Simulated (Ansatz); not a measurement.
The input, for Ansatz 0.2.0:

```yaml
crystal:
  periodic: [false, false, false]
  atoms:
    - {symbol: B, position_ang: [0.000000, 0.000000, 0.000000]}
    - {symbol: C, position_ang: [0.000000, 0.000000, 1.669000]}
basis:
  gaussian: {orbitals: cc-pVDZ}
magnetization: {spin_polarized: false, initial_magnetization: 1}
correlation: {method: fic_nevpt4_sd, electrons: outside_noble_gas, active_space: {window: {electrons: 5, orbitals: 4}}}
```

```sh
$ ansatz run in.yaml --threads 1 --pin off --events-out ev --progress --plain --max-ram 2393MiB
```

Log:

```
268 factors; integrals over basis functions are off by at most 1.0e-3 eV
mean field evaluation 1: about -1691.7345 eV, gradient 1.1e1 eV
mean field evaluation 2: about -1691.7360 eV, gradient 1.1e1 eV
mean field evaluation 4: about -1692.3739 eV, gradient 1.5e0 eV
mean field evaluation 8: about -1692.4337 eV, gradient 8.1e-2 eV
mean field evaluation 16: about -1692.4958 eV, gradient 7.3e-1 eV
mean field evaluation 32: about -1693.4588 eV, gradient 3.5e-1 eV
mean field evaluation 64: about -1693.4647 eV, gradient 4.3e-3 eV
mean field evaluation 96: about -1692.3128 eV, gradient 4.3e0 eV
mean field evaluation 128: about -1692.4271 eV, gradient 3.4e-1 eV
mean field -1694.00459743 eV, -62.2535207180 hartree, gradient 7.7e-7 eV, S^2 0.750000; 14 other end points of the search recorded, 0 dependent functions left out
reference -1694.00459743 eV, -62.2535207180 hartree; 6, 5 occupied and 22, 23 virtual orbitals, 268 factors
state -1694.88392187 eV, -62.2858352953 hartree
state -1694.88392187 eV, -62.2858352953 hartree; corrected -1698.85319501 eV, -62.4317033925 hartree
state -1694.64002395 eV, -62.2768722119 hartree
state -1694.64002395 eV, -62.2768722119 hartree; corrected -1698.43502706 eV, -62.4163360038 hartree
state -1694.88392187 eV, -62.2858352953 hartree; corrected -1698.85319501 eV, -62.4317033925 hartree
state -1694.34837219 eV, -62.2661542075 hartree
state -1694.34837219 eV, -62.2661542075 hartree; corrected -1698.93310891 eV, -62.4346401743 hartree
state -1694.34837219 eV, -62.2661542075 hartree; corrected -1698.93310891 eV, -62.4346401743 hartree
the orbitals are reached from a further start. From the first start the search ends at -1694.63980886 eV, -62.2768643077 hartree
WARN: 1 active orbitals are nearly empty or full. The corrections depend on them more than the energy does, and are more stable in an active space without them
WARN: the results are in doubt because another end's mean lies 0.536 eV lower, and its corrected mean 0.080 eV higher
Total energy: -1698.93310891 eV, -62.4346401743 hartree
In doubt: another end's mean lies 0.536 eV lower, and its corrected mean 0.080 eV higher
```

The active space holds one configuration alone, so it describes no static correlation.

Natural occupations: 2.0000 1.0000 1.0000 1.0000.

Ran on 1 thread of Arm Neoverse V2, shared host: 1.1 s wall, 0.09 GiB peak host memory.
